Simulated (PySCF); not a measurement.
## Indirect couplings

Geometry:
```json
{"atom": "C1", "x (Å)": "-1.606", "y (Å)": "-0.474", "z (Å)": "0.678"}
{"atom": "C2", "x (Å)": "-0.529", "y (Å)": "-0.475", "z (Å)": "-0.107"}
{"atom": "C3", "x (Å)": "0.569", "y (Å)": "0.513", "z (Å)": "0.124"}
{"atom": "N4", "x (Å)": "1.614", "y (Å)": "0.413", "z (Å)": "-0.743"}
{"atom": "O5", "x (Å)": "0.532", "y (Å)": "1.343", "z (Å)": "1.010"}
{"atom": "H6", "x (Å)": "-1.671", "y (Å)": "0.257", "z (Å)": "1.490"}
{"atom": "H7", "x (Å)": "-2.428", "y (Å)": "-1.179", "z (Å)": "0.535"}
{"atom": "H8", "x (Å)": "-0.429", "y (Å)": "-1.192", "z (Å)": "-0.930"}
{"atom": "H9", "x (Å)": "1.671", "y (Å)": "-0.314", "z (Å)": "-1.440"}
{"atom": "H10", "x (Å)": "2.403", "y (Å)": "1.031", "z (Å)": "-0.612"}
```

Method: B3LYP/pcJ-1 (spin–dipole term only in couplings to heteroatoms)//PBE0-D3(BJ)/def2-SVP, PySCF 2.14; isolated molecule, single conformer, non-relativistic. Couplings are averaged over pairs made equivalent by symmetry, fast rotation or ring inversion, so a value needn't be that of the named pair in this geometry, while other rotamers aren't included; one pair stands for each set, and the list holds a selection of those of at least 0.8 Hz over up to four bonds, among pairs with at least one C or N or H atom (others weren't computed).

Isotopes: ¹³C, ¹H, ¹⁵N, ¹⁷O. Couplings to quadrupolar nuclei such as 17O and 33S are rarely resolved in practice.

| pair | bonds | J (Hz) |
| --- | --- | --- |
| C1, C2 | 1 | 78.0 |
| C1, H6 | 1 | ? |
| C1, H7 | 1 | ? |
| C2, C3 | 1 | ? |
| C2, H8 | 1 | 161.7 |
| C3, N4 | 1 | -18.2 |
| C3, O5 | 1 | 28.2 |
| N4, H9 | 1 | ? |
| N4, H10 | 1 | -96.0 |
| C2, O5 | 2 | -3.0 |
| C2, H6 | 2 | -3.8 |
| C3, H8 | 2 | 6.8 |
| C3, H9 | 2 | 5.7 |
| H6, H7 | 2 | ? |
| H9, H10 | 2 | 7.2 |
| C1, N4 | 3 | -1.6 |
| C1, O5 | 3 | ? |
| C2, H10 | 3 | 9.0 |
| C3, H6 | 3 | 7.8 |
| C3, H7 | 3 | ? |
| O5, H8 | 3 | -1.4 |
| O5, H9 | 3 | ? |
| O5, H10 | 3 | 1.3 |
| H6, H8 | 3 | 17.6 |
| H7, H8 | 3 | 10.8 |
| C1, H10 | 4 | 1.9 |

Estimate the withheld couplings, with signs.

Answers


- ¹J(C1,H6) = 173.3 Hz (bond length 1.094 Å, sp2 carbon)
- ¹J(C1,H7) = 169.1 Hz (bond length 1.092 Å, sp2 carbon)
- ¹J(C2,C3) = 66.3 Hz (bond length 1.495 Å)
- ¹J(N4,H9) = -94.9 Hz (bond length 1.009 Å)
- ²J(H6,H7) = 2.9 Hz (angle at C1 119°)
- ³J(C1,O5) = -2.1 Hz (dihedral angle 0°)
- ³J(C3,H7) = 12.6 Hz (dihedral angle 180°)
- ³J(O5,H9) = -1.0 Hz (dihedral angle 176°)
